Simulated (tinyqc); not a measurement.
Inside a calculation. Method: ROHF in the sto-3g basis, for H2O+, spin multiplicity 2. One step of it, computed by the program tinyqc.

Problem. Iteration 1: Roothaan effective Fock matrix. With projectors Pc = D(beta) S, Po = (D(alpha) - D(beta)) S, Pv = 1 - D(alpha) S, the block xy is Px^T F Py; with Fc = (F(alpha) + F(beta))/2, the blocks are Fc for cc, oo, vv and cv, F(beta) for co and F(alpha) for ov.

F(alpha) (hartree), order 1O 1s, 1O 2s, 1O 2px, 1O 2py, 1O 2pz, 2H 1s, 3H 1s:
```
[[-19.964128, -5.139809, 0.000000, 0.000000, -0.011928, -1.066550, -1.066550],
 [-5.139809, -2.673405, 0.000000, 0.000000, -0.183211, -0.994147, -0.994147],
 [0.000000, 0.000000, -0.621456, 0.000000, 0.000000, 0.000000, 0.000000],
 [0.000000, 0.000000, 0.000000, -0.692085, 0.000000, -0.398291, 0.398291],
 [-0.011928, -0.183211, 0.000000, 0.000000, -0.590655, -0.299636, -0.299636],
 [-1.066550, -0.994147, 0.000000, -0.398291, -0.299636, -0.658269, -0.331312],
 [-1.066550, -0.994147, 0.000000, 0.398291, -0.299636, -0.331312, -0.658269]]
```

F(beta) (hartree), order 1O 1s, 1O 2s, 1O 2px, 1O 2py, 1O 2pz, 2H 1s, 3H 1s:
```
[[-19.939650, -5.102001, 0.000000, 0.000000, -0.011928, -1.057493, -1.057493],
 [-5.102001, -2.492887, 0.000000, 0.000000, -0.183211, -0.941479, -0.941479],
 [0.000000, 0.000000, 0.258703, 0.000000, 0.000000, 0.000000, 0.000000],
 [0.000000, 0.000000, 0.000000, -0.644640, 0.000000, -0.389560, 0.389560],
 [-0.011928, -0.183211, 0.000000, 0.000000, -0.543210, -0.294195, -0.294195],
 [-1.057493, -0.941479, 0.000000, -0.389560, -0.294195, -0.638241, -0.316094],
 [-1.057493, -0.941479, 0.000000, 0.389560, -0.294195, -0.316094, -0.638241]]
```

D(alpha) at the start, order 1O 1s, 1O 2s, 1O 2px, 1O 2py, 1O 2pz, 2H 1s, 3H 1s:
```
[[1.066625, -0.297437, 0.000000, 0.000000, -0.021966, 0.040094, 0.040094],
 [-0.297437, 1.324172, 0.000000, 0.000000, 0.132734, -0.175744, -0.175744],
 [0.000000, 0.000000, 1.000000, 0.000000, 0.000000, 0.000000, 0.000000],
 [0.000000, 0.000000, 0.000000, 1.193536, 0.000000, -0.189362, 0.189362],
 [-0.021966, 0.132734, 0.000000, 0.000000, 1.064387, -0.101709, -0.101709],
 [0.040094, -0.175744, 0.000000, -0.189362, -0.101709, 0.060098, 0.000011],
 [0.040094, -0.175744, 0.000000, 0.189362, -0.101709, 0.000011, 0.060098]]
```

D(beta) at the start, order 1O 1s, 1O 2s, 1O 2px, 1O 2py, 1O 2pz, 2H 1s, 3H 1s:
```
[[1.066625, -0.297437, 0.000000, 0.000000, -0.021966, 0.040094, 0.040094],
 [-0.297437, 1.324172, 0.000000, 0.000000, 0.132734, -0.175744, -0.175744],
 [0.000000, 0.000000, 0.000000, 0.000000, 0.000000, 0.000000, 0.000000],
 [0.000000, 0.000000, 0.000000, 1.193536, 0.000000, -0.189362, 0.189362],
 [-0.021966, 0.132734, 0.000000, 0.000000, 1.064387, -0.101709, -0.101709],
 [0.040094, -0.175744, 0.000000, -0.189362, -0.101709, 0.060098, 0.000011],
 [0.040094, -0.175744, 0.000000, 0.189362, -0.101709, 0.000011, 0.060098]]
```

overlap S, order 1O 1s, 1O 2s, 1O 2px, 1O 2py, 1O 2pz, 2H 1s, 3H 1s:
```
[[1.000000, 0.236704, 0.000000, 0.000000, 0.000000, 0.048298, 0.048298],
 [0.236704, 1.000000, 0.000000, 0.000000, 0.000000, 0.444655, 0.444655],
 [0.000000, 0.000000, 1.000000, 0.000000, 0.000000, 0.000000, 0.000000],
 [0.000000, 0.000000, 0.000000, 1.000000, 0.000000, 0.319755, -0.319755],
 [0.000000, 0.000000, 0.000000, 0.000000, 1.000000, 0.199284, 0.199284],
 [0.048298, 0.444655, 0.000000, 0.319755, 0.199284, 1.000000, 0.190135],
 [0.048298, 0.444655, 0.000000, -0.319755, 0.199284, 0.190135, 1.000000]]
```

Give: effective F.

Solution.

effective F (hartree), order 1O 1s, 1O 2s, 1O 2px, 1O 2py, 1O 2pz, 2H 1s, 3H 1s:
```
[[-19.9519, -5.1209, 0.0000, 0.0000, -0.0119, -1.0620, -1.0620],
 [-5.1209, -2.5831, 0.0000, 0.0000, -0.1832, -0.9678, -0.9678],
 [0.0000, 0.0000, -0.1814, 0.0000, 0.0000, 0.0000, 0.0000],
 [0.0000, 0.0000, 0.0000, -0.6684, 0.0000, -0.3939, 0.3939],
 [-0.0119, -0.1832, 0.0000, 0.0000, -0.5669, -0.2969, -0.2969],
 [-1.0620, -0.9678, 0.0000, -0.3939, -0.2969, -0.6483, -0.3237],
 [-1.0620, -0.9678, 0.0000, 0.3939, -0.2969, -0.3237, -0.6483]]
```
